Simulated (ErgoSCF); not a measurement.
# SiH4S (Si(SH)H3): levels of theory compared

Wanted: a comparison of 4 runs (HF/def2-SVP, B3LYP/6-31G, PBE0/def2-SVP, PBE/def2-TZVP) of SiH4S (Si(SH)H3). 

The results are computed with ErgoSCF 3.8.

### 1 The molecule

The species is SiH4S (6 atoms), meant as a singlet with charge 0. SMILES: `[H][Si]([H])([H])S`. The coordinates come from a GFN2-xTB relaxation.

Bond lengths: Si1–S2 2.147 Å, S2–H3 1.325 Å, Si1–H4 1.452 Å, Si1–H5 1.457 Å, Si1–H6 1.458 Å. Angles: Si1–S2–H3 97.0°, S2–Si1–H4 103.2°, S2–Si1–H5 107.7°, S2–Si1–H6 107.7°, H4–Si1–H5 113.2°, H4–Si1–H6 113.1°, H5–Si1–H6 111.3°.

### 2 A single-point energy at HF/def2-SVP (run 1)

Contents of ergo.in:

```
set_nthreads(1)
molecule_inline
Si     0.38023179    -0.02747662    -1.02910705
S      0.47946131     0.03745437     3.02633970
H     -1.99708147     0.11321349     3.39251193
H      3.03491905    -0.03909843    -1.71955629
H     -0.95096688     2.23101066    -1.87113122
H     -0.94656382    -2.31510348    -1.79905707
EOF
scf.output_mulliken_pop = 1
basis = "def2-SVP"
tmpdir = "."
scf.max_number_of_iterations = 120
scf.use_diagonalization = 1
run "HF"
```

The basis set def2-SVP is read from a file made from the Basis Set Exchange's data (not shown).

Run with:

```bash
$ ergo ergo.in
```

Log:

```text
[...]
INSC SCF_general constructor, number of basis functions: 56
[...]
INSC Energy   1 =       -323.20939256412
[...]
INDE E_LUMO =          0.13998871713
[...]
INSC Energy  16 =       -688.59203508902  ( diff     -0.000000000000682 )
[...]
RESC CONVERGED after  16 iterations.
RESC FINAL ENERGY:       -688.59203508902
[...]
INSC SCF: dipole_moment_x [atomic units] =      -0.37471876
INSC SCF: dipole_moment_y [atomic units] =       0.00386978
INSC SCF: dipole_moment_z [atomic units] =      -0.53185524
[...]
```

Run time: 7.2 s. Hardware: 1 thread of Arm Neoverse V2, shared host; peak memory 0.26 GiB.

### 3 The energy at B3LYP/6-31G (run 2)

Contents of job.ego:

```
set_nthreads(1)
molecule_inline Angstrom
Si     0.201210    -0.014540    -0.544580
S      0.253720     0.019820     1.601470
H     -1.056810     0.059910     1.795240
H      1.606010    -0.020690    -0.909950
H     -0.503230     1.180600    -0.990160
H     -0.500900    -1.225100    -0.952020
EOF
charge = 0
XC.angint = 41
XC.sparse_mode = 0
basis = "6-31G"
XC.radint = 1e-11
scf.output_mulliken_pop = 1
scf.use_diagonalization = 1
tmpdir = "."
spin_polarization = 0
scf.max_number_of_iterations = 120
run "B3LYP-G"
```

The basis set 6-31G is read from a file made from the Basis Set Exchange's data (not shown).

Run with:

```bash
$ ergo < job.ego
```

Log:

```text
[...]
INDF Weighted mixed functional:
[...]
INSC Energy   1 =       -465.25098238468
[...]
INDE E_LUMO =         -0.00677202283
[...]
INSC Energy  16 =       -690.03233171323  ( diff      0.000000000000114 )
[...]
RESC CONVERGED after  16 iterations.
RESC FINAL ENERGY:       -690.03233171323
[...]
INSC SCF: dipole_moment_x [atomic units] =      -0.49655195
INSC SCF: dipole_moment_y [atomic units] =       0.00366287
INSC SCF: dipole_moment_z [atomic units] =      -0.72572291
[...]
```

Run time: 5.4 s. Hardware: 1 thread of Arm Neoverse V2, shared host; peak memory 0.26 GiB.

Run 3 isn't shown in full; the table further down has it.

### 4 The energy at PBE/def2-TZVP (run 4)

Contents of input.ego:

```
set_nthreads("env")
molecule_inline Angstrom
Si       0.201210      -0.014540      -0.544580
S        0.253720       0.019820       1.601470
H       -1.056810       0.059910       1.795240
H        1.606010      -0.020690      -0.909950
H       -0.503230       1.180600      -0.990160
H       -0.500900      -1.225100      -0.952020
EOF
scf.output_mulliken_pop = 1
charge = 0
tmpdir = "."
XC.sparse_mode = 0
basis = "def2-TZVP"
XC.radint = 1e-11
scf.max_number_of_iterations = 120
scf.use_diagonalization = 1
XC.angint = 41
run "PBE"
```

The basis set def2-TZVP is read from a file made from the Basis Set Exchange's data (not shown).

Run with:

```bash
$ ergo input.ego
```

Log:

```text
[...]
INDF Weighted mixed functional:
[...]
INSC Energy   1 =       -276.60701874520
[...]
INDE E_LUMO =         -0.02905342814
[...]
INSC Energy  18 =       -689.79189012379  ( diff      0.000000000000000 )
[...]
RESC CONVERGED after  18 iterations.
RESC FINAL ENERGY:       -689.79189012379
[...]
INSC SCF: dipole_moment_x [atomic units] =      -0.30315896
INSC SCF: dipole_moment_y [atomic units] =       0.00376907
INSC SCF: dipole_moment_z [atomic units] =      -0.37035112
[...]
```

It took 34 s on 1 thread of Arm Neoverse V2, shared host; peak memory 0.26 GiB.

### 5 The series

| run | level | integration grid | radint | energy (Eh) | dipole moment (D) | wall time |
| --- | --- | --- | --- | --- | --- | --- |
| 1 | HF/def2-SVP | – | – | -688.592035 | 1.65 | 7.2 s |
| 2 | B3LYP/6-31G | Turbo | 1e-11 | -690.032332 | 2.24 | 5.4 s |
| 3 | PBE0/def2-SVP | Turbo | 1e-11 | -689.615129 | 1.46 | 11 s |
| 4 | PBE/def2-TZVP | Turbo | 1e-11 | -689.791890 | 1.22 | 34 s |

### 6 What came out

| quantity | value |
| --- | --- |
| run 4: total energy | -689.79189 Eh |
| run 4: dipole moment | 1.22 D |

The dipole moment (its size) runs from 1.22 D (PBE/def2-TZVP) to 2.24 D (B3LYP/6-31G). The two ends differ in method and basis. Totals of different functionals can't be ranked against each other. All runs together took 58 s, the longest 34 s.
